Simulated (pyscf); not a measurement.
This saddle point was located with ωB97X-D3(BJ)/def2-SVPD in PySCF.

```xyz
6

Cl     0.4229     1.3852     1.2325
C     -0.9787    -0.0409    -0.0161
Br    -2.4279    -1.5157    -1.3073
H     -1.8249     0.5698     0.2674
H     -0.6723    -0.8654     0.6130
H     -0.4092     0.2030    -0.9025
```
Charge -1, spin multiplicity 1.

Surface: singlet, charge -1. Lowest wavenumbers (cm⁻¹): 440i, 180, 189, 189, 928.

**Question.** Which two sides does it connect, and which bonds change?

**Answer.** Cl⁻ (SMILES [Cl-]) + H₃C–Br (SMILES CBr) ⇌ H₃C–Cl (SMILES CCl) + Br⁻ (SMILES [Br-]), a substitution at C read from left to right: Br–C broken and C–Cl formed. At CCSD(T)/def2-TZVPPD + ΔMP2(QZVPPD) it lies -7.3 kJ/mol from the left side and +24.1 kJ/mol from the right (each side as separated species at their lowest minima found). On the reactant side the descent ends in a bound adduct, 44.8 kJ/mol under the separated species and 43.6 kJ/mol under the saddle at ωB97X-D3(BJ)/def2-TZVPD. On the product side the descent ends in a bound adduct, 39.5 kJ/mol under the separated species and 70.7 kJ/mol under the saddle at ωB97X-D3(BJ)/def2-TZVPD. At CCSD(T) the saddle lies under the separated reactants, which points to a path from their complex (located at ωB97X-D3(BJ) alone). One saddle was located; it need not be the lowest between these sides. The angle at the attacked C is 180°. The CCSD(T) − MP2 part came from Ansatz, without density fitting, on the same reference. The frozen core leaves the outer d or s,p core shells of the metals and heavy elements correlated in the MP2 and CC values, and def2-TZVPP describes them poorly, which can shift differences by a few kcal/mol. Elements up to Kr have no core potential and no relativistic terms here.
